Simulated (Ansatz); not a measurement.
**SiH2 (SMILES [SiH2]), step by step**

We compute a series of 58 runs (HF/STO-3G, UHF/STO-3G, HF/3-21G, UHF/3-21G, HF/6-31G*, UHF/6-31G*, B3LYP/6-31G*, UB3LYP/6-31G*, and more) of H2Si. 

The calculation is run with Ansatz 0.2.0.

## Step 1: The molecule

The species is SiH2 (3 atoms), meant as a singlet with charge 0. SMILES: `[SiH2]`. Geometry: relaxed at PBE0-D4/def2-TZVP. The run starts from this shape.

Bond lengths: Si1–H2 1.525 Å, Si1–H3 1.525 Å. Angles: H2–Si1–H3 91.2°.

## Step 2: A structure relaxation at HF/STO-3G (start density atoms) (run 1)

The input, job.yaml:

```yaml
crystal:
  periodic: [false, false, false]
  atoms:
    - {symbol: Si, position_ang: [-0.491200, 0.468600, -0.213600]}
    - {symbol: H, position_ang: [0.840300, 0.578600, 0.522500]}
    - {symbol: H, position_ang: [-0.349100, -1.047200, -0.308900]}
basis:
  gaussian:
    orbitals: STO-3G
hamiltonian:
  xc: hf
relax:
  f_tol: 0.002
output: {orbitals: {seedname: orbitals}}
```

On the command line:

```console
$ ansatz run job.yaml --threads 1 --pin off --max-ram 3480MiB --events-out events.jsonl --progress --plain --runs-dir runs
```

Log:

```text
Warning: RAYON_NUM_THREADS=1 ignored (pool sized by the plan → 1); use --threads N
The last accepted step is kept in runs//last_step.txt (removed where the run ends without a failure and the disk answers)
[... 43 lines left out ...]
Total energy: -7800.60500695 eV, -286.6669465654 hartree
[... 3 lines left out ...]
Dipole moment:    -0.004197     0.004004    -0.001825 e Å
```

Wall time 0.44 s (1 thread of Arm Neoverse V1, shared host).

The path in brief:

```tsv
step	energy from the first frame kept (eV)	largest force (eV/Å)
1	0.0000	2.2151
2	-0.1077	0.3401
3	-0.1101	0.0429
4	-0.1100	0.0675
5	-0.1101	0.0002
```

After the run. Bond lengths: Si1–H2 1.458 Å, Si1–H3 1.458 Å. Angles: H2–Si1–H3 91.5°.

## Step 3: Vibrational wavenumbers at HF/STO-3G (start density atoms) (run 2)

The input, molecule.yaml:

```yaml
crystal:
  periodic: [false, false, false]
  atoms:
    - {symbol: Si, position_ang: [-0.468137, 0.446586, -0.203573]}
    - {symbol: H, position_ang: [0.804378, 0.556260, 0.500436]}
    - {symbol: H, position_ang: [-0.336241, -1.002846, -0.296864]}
basis:
  gaussian: {orbitals: STO-3G}
hamiltonian: {xc: hf}
phonons: {temperatures: {t_min: 298.15, t_max: 298.15, t_step: 1}}
```

On the command line:

```console
$ ansatz run molecule.yaml --threads 1 --pin off --max-ram 3480MiB --events-out events.jsonl --progress --plain --runs-dir runs
```

Log:

```text
Warning: RAYON_NUM_THREADS=1 ignored (pool sized by the plan → 1); use --threads N
[... 44 lines left out ...]
Total energy: -7800.60501813 eV, -286.6669469764 hartree
[... 3 lines left out ...]
Dipole moment:    -0.004198     0.004004    -0.001825 e Å
Vibrations: 1471.35 2725.26 2746.08 cm⁻¹, zero-point energy 0.430391 eV
```

Run time: 0.28 s. Hardware: 1 thread of Arm Neoverse V1, shared host.

Runs 3 to 54 aren't shown in full; the table further down has their settings and results.

## Step 4: A geometry optimisation at CCSD/cc-pVDZ (start density atoms) (run 55)

The input, in.yaml:

```yaml
crystal:
  periodic: [false, false, false]
  atoms:
    - {symbol: Si, position_ang: [-0.491200, 0.468600, -0.213600]}
    - {symbol: H, position_ang: [0.840300, 0.578600, 0.522500]}
    - {symbol: H, position_ang: [-0.349100, -1.047200, -0.308900]}
basis:
  gaussian: {orbitals: cc-pVDZ}
correlation: {method: ccsd}
accuracy: high
scf: {omitted_lower_state_checks: [cluster_reference]}
relax: {f_tol: 0.002}
output: {orbitals: {seedname: orbitals}}
```

On the command line:

```console
$ ansatz run in.yaml --threads 1 --pin off --max-ram 3480MiB --events-out events.jsonl --progress --plain --runs-dir runs
```

Log:

```text
Warning: RAYON_NUM_THREADS=1 ignored (pool sized by the plan → 1); use --threads N
[... 1 set-up line as earlier in the session ...]
[... 11 lines left out ...]
5 core orbitals not correlated: weight in the atoms' cores, before any rotation towards them, 1.000 or more for the frozen orbitals, at most 0.000 for the correlated occupied ones
[... 60 lines left out ...]
5 core orbitals not correlated: weight in the atoms' cores, before any rotation towards them, 1.000 or more for the frozen orbitals, at most 0.000 for the correlated occupied ones
[... 55 lines left out ...]
5 core orbitals not correlated: weight in the atoms' cores, before any rotation towards them, 1.000 or more for the frozen orbitals, at most 0.000 for the correlated occupied ones
[... 26 lines left out ...]
Dipole moment:     0.015497    -0.014783     0.006739 e Å
Checks for a lower state left out: cluster_reference
```

It took 3.3 s on 1 thread of Arm Neoverse V1, shared host.

The path in brief:

```tsv
step	energy from the first frame kept (eV)	largest force (eV/Å)
1	0.0000	0.1270
2	-0.0005	0.1066
3	-0.0017	0.0162
4	-0.0017	0.0025
```

After the run. Bond lengths: Si1–H2 1.532 Å, Si1–H3 1.532 Å. Angles: H2–Si1–H3 92.4°.

Runs 56 to 57 aren't shown in full; the table further down has their settings and results.

## Step 5: The doublet cation: a geometry optimisation at UCCSD/cc-pVDZ (start density atoms) (run 58)

The input, input.yaml:

```yaml
basis:
  gaussian:
    orbitals: cc-pVDZ
crystal:
  periodic: [false, false, false]
  atoms:
    - {symbol: Si, position_ang: [-0.487997, 0.465532, -0.212209]}
    - {symbol: H, position_ang: [0.847219, 0.591773, 0.527760]}
    - {symbol: H, position_ang: [-0.359222, -1.057305, -0.315551]}
total_charge: 1
magnetization:
  spin_polarized: true
  initial_magnetization: 1
correlation:
  method: ccsd
accuracy: high
scf:
  omitted_lower_state_checks: [cluster_reference]
relax: {}
```

On the command line:

```console
$ ansatz run input.yaml --threads 1 --pin off --max-ram 3480MiB --events-out events.jsonl --progress --plain --runs-dir runs
```

Log:

```text
Warning: RAYON_NUM_THREADS=1 ignored (pool sized by the plan → 1); use --threads N
[... 1 set-up line as earlier in the session ...]
[... 11 lines left out ...]
5 core orbitals not correlated: weight in the atoms' cores, before any rotation towards them, 1.000 or more for the frozen orbitals, at most 0.000 for the correlated occupied ones
[... 58 lines left out ...]
5 core orbitals not correlated: weight in the atoms' cores, before any rotation towards them, 1.000 or more for the frozen orbitals, at most 0.000 for the correlated occupied ones
[... 56 lines left out ...]
5 core orbitals not correlated: weight in the atoms' cores, before any rotation towards them, 1.000 or more for the frozen orbitals, at most 0.000 for the correlated occupied ones
[... 28 lines left out ...]
Dipole moment:    -0.002166     0.002066    -0.000942 e Å
Checks for a lower state left out: cluster_reference
```

Wall time 5.4 s (1 thread of Arm Neoverse V1, shared host); peak memory 0.11 GiB.

The path in brief:

```tsv
step	energy from the first frame kept (eV)	largest force (eV/Å)
1	0.0000	2.1998
2	-0.3954	0.9188
3	-0.4287	0.1686
4	-0.4306	0.0084
```

After the run. Bond lengths: Si1–H2 1.495 Å, Si1–H3 1.495 Å. Angles: H2–Si1–H3 120.4°.

## Step 6: The series

```tsv
run	level	task	walk f tol	partner	energy (Eh)	dipole moment (D)	wall time
1	HF/STO-3G (start density atoms)	optimise	0.002	base	-286.666947	0.03	0.44 s
2	HF/STO-3G (start density atoms)	frequencies	–	base	-286.666947	0.03	0.28 s
3	UHF/STO-3G (start density atoms)	energy	–	cation	-286.450157	–	0.06 s
4	UHF/STO-3G (start density atoms)	optimise	–	cation	-286.468515	–	0.38 s
5	HF/3-21G (start density atoms)	optimise	0.002	base	-288.484289	0.62	0.63 s
6	HF/3-21G (start density atoms)	frequencies	–	base	-288.484289	0.62	0.36 s
7	UHF/3-21G (start density atoms)	energy	–	cation	-288.175367	–	0.06 s
8	UHF/3-21G (start density atoms)	optimise	–	cation	-288.191954	–	0.56 s
9	HF/6-31G* (Cartesian functions, start density atoms)	optimise	0.002	base	-289.999777	0.53	0.71 s
10	HF/6-31G* (Cartesian functions, start density atoms)	frequencies	–	base	-289.999777	0.53	0.77 s
11	UHF/6-31G* (Cartesian functions, start density atoms)	energy	–	cation	-289.693127	–	0.1 s
12	UHF/6-31G* (Cartesian functions, start density atoms)	optimise	–	cation	-289.709828	–	0.79 s
13	B3LYP/6-31G* (Cartesian functions, start density atoms)	optimise	0.002	base	-290.613144	0.43	1.8 s
14	B3LYP/6-31G* (Cartesian functions, start density atoms)	frequencies	–	base	-290.613144	0.43	1.9 s
15	UB3LYP/6-31G* (Cartesian functions, start density atoms)	energy	–	cation	-290.265940	–	0.45 s
16	UB3LYP/6-31G* (Cartesian functions, start density atoms)	optimise	–	cation	-290.282322	–	2.5 s
17	PBE/def2-SVP (start density atoms)	optimise	0.002	base	-290.355866	0.29	1.8 s
18	PBE/def2-SVP (start density atoms)	frequencies	–	base	-290.355866	0.29	1.4 s
19	UPBE/def2-SVP (start density atoms)	energy	–	cation	-290.011119	–	0.44 s
20	UPBE/def2-SVP (start density atoms)	optimise	–	cation	-290.027691	–	2.5 s
21	MP2/6-31G* (Cartesian functions, start density atoms)	optimise	0.002	base	-290.067143	0.52	0.65 s
22	MP2/6-31G* (Cartesian functions, start density atoms)	frequencies	–	base	-290.067143	0.52	0.89 s
23	UMP2/6-31G* (Cartesian functions, start density atoms)	energy	–	cation	-289.740805	–	0.1 s
24	UMP2/6-31G* (Cartesian functions, start density atoms)	optimise	–	cation	-289.757382	–	0.93 s
25	B3LYP-D4/def2-TZVP (start density atoms)	optimise	0.002	base	-290.642487	0.07	2.3 s
26	B3LYP-D4/def2-TZVP (start density atoms)	frequencies	–	base	-290.642487	0.07	2.4 s
27	UB3LYP-D4/def2-TZVP (start density atoms)	energy	–	cation	-290.293834	–	0.72 s
28	UB3LYP-D4/def2-TZVP (start density atoms)	optimise	–	cation	-290.309804	–	4.2 s
29	B2PLYP/cc-pVTZ (start density atoms)	optimise	0.002	base	-290.495273	0.14	8.1 s
30	B2PLYP/cc-pVTZ (start density atoms)	frequencies	–	base	-290.495273	0.14	11 s
31	UB2PLYP/cc-pVTZ (start density atoms)	energy	–	cation	-290.151428	–	1 s
32	UB2PLYP/cc-pVTZ (start density atoms)	optimise	–	cation	-290.167616	–	13 s
33	PBE-D3(BJ)/def2-TZVP (start density atoms)	optimise	0.002	base	-290.458844	0.10	2.3 s
34	PBE-D3(BJ)/def2-TZVP (start density atoms)	frequencies	–	base	-290.458844	0.10	2.2 s
35	UPBE-D3(BJ)/def2-TZVP (start density atoms)	energy	–	cation	-290.113910	–	0.62 s
36	UPBE-D3(BJ)/def2-TZVP (start density atoms)	optimise	–	cation	-290.130220	–	3.6 s
37	MP2/cc-pVTZ (start density atoms)	optimise	0.002	base	-290.139613	0.20	2.1 s
38	MP2/cc-pVTZ (start density atoms)	frequencies	–	base	-290.139613	0.20	2.7 s
39	UMP2/cc-pVTZ (start density atoms)	energy	–	cation	-289.799462	–	0.26 s
40	UMP2/cc-pVTZ (start density atoms)	optimise	–	cation	-289.816123	–	3 s
41	PBE0/aug-cc-pVTZ (start density atoms)	optimise	0.002	base	-290.490028	0.19	6.6 s
42	PBE0/aug-cc-pVTZ (start density atoms)	frequencies	–	base	-290.490028	0.19	6 s
43	MP2/aug-cc-pVDZ (start density atoms)	optimise	0.002	base	-290.111938	0.16	2 s
44	MP2/aug-cc-pVDZ (start density atoms)	frequencies	–	base	-290.111938	0.16	2.5 s
45	UMP2/aug-cc-pVDZ (start density atoms)	energy	–	cation	-289.775801	–	0.26 s
46	UMP2/aug-cc-pVDZ (start density atoms)	optimise	–	cation	-289.792647	–	2.6 s
47	CCSD(T)/def2-TZVP (start density atoms)	optimise	0.002	base	-290.160124	0.18	11 s
48	CCSD(T)/def2-TZVP (start density atoms)	frequencies	–	base	-290.160124	0.18	15 s
49	UCCSD(T)/def2-TZVP (start density atoms)	energy	–	cation	-289.814136	–	1.4 s
50	UCCSD(T)/def2-TZVP (start density atoms)	optimise	–	cation	-289.829534	–	27 s
51	CCSD(T)/cc-pVDZ (start density atoms)	optimise	0.002	base	-290.137492	0.10	3.6 s
52	CCSD(T)/cc-pVDZ (start density atoms)	frequencies	–	base	-290.137492	0.10	4.5 s
53	UCCSD(T)/cc-pVDZ (start density atoms)	energy	–	cation	-289.796233	–	0.56 s
54	UCCSD(T)/cc-pVDZ (start density atoms)	optimise	–	cation	-289.811950	–	6 s
55	CCSD/cc-pVDZ (start density atoms)	optimise	0.002	base	-290.135238	0.11	3.3 s
56	CCSD/cc-pVDZ (start density atoms)	frequencies	–	base	-290.135238	0.11	4.5 s
57	UCCSD/cc-pVDZ (start density atoms)	energy	–	cation	-289.794728	–	0.53 s
58	UCCSD/cc-pVDZ (start density atoms)	optimise	–	cation	-289.810552	–	5.4 s
```

## Step 7: Summary of results

```
                                                                                  quantity          value
                                           doublet cation, run 58: total energy at the end  -289.81055 Eh
                       doublet cation, run 58: correlation energy (5 core orbitals frozen)      -82.6 mEh
                                 doublet cation, run 58: ⟨S²⟩ of the reference determinant          0.755
                                                     doublet cation, run 58: T1 diagnostic          0.014
                             vertical ionisation energy (to the doublet cation), HF/STO-3G       5.899 eV
                          vertical ionisation energy (to the doublet cation), B3LYP/6-31G*       9.448 eV
                    vertical ionisation energy (to the doublet cation), B3LYP-D4/def2-TZVP       9.487 eV
                           vertical ionisation energy (to the doublet cation), MP2/cc-pVTZ       9.256 eV
        adiabatic ionisation energy (to the doublet cation, no zero-point term), HF/6-31G*       7.890 eV
  adiabatic ionisation energy (to the doublet cation, no zero-point term), MP2/aug-cc-pVDZ       8.688 eV
adiabatic ionisation energy (to the doublet cation, no zero-point term), CCSD(T)/def2-TZVP       8.996 eV
     adiabatic ionisation energy (to the doublet cation, no zero-point term), CCSD/cc-pVDZ       8.835 eV
```

**Reading.** At HF/STO-3G: the vertical ionisation energy comes to 5.90 eV (136 kcal/mol). In a minimal basis such a difference can be off by several eV, whatever the method. At B3LYP/6-31G*: the vertical ionisation energy comes to 9.45 eV (218 kcal/mol). At B3LYP-D4/def2-TZVP: the vertical ionisation energy comes to 9.49 eV (915 kJ/mol). At MP2/cc-pVTZ: the vertical ionisation energy comes to 9.26 eV (213 kcal/mol). At HF/6-31G*: the adiabatic ionisation energy (to the doublet cation, no zero-point term) is 7.89 eV (761 kJ/mol). Totals of different functionals can't be ranked against each other. In runs 21, 22, 29, 30, 37, 38, 43, 44 and more the log says that unrestricted orbitals would lower the reference, so the values rest on an unstable closed-shell determinant (other closed-shell runs at this shape may share the fault). In runs 1, 2, 3, 4 the basis is minimal, so the values are rough. All runs together took 3 min, the longest 27 s.
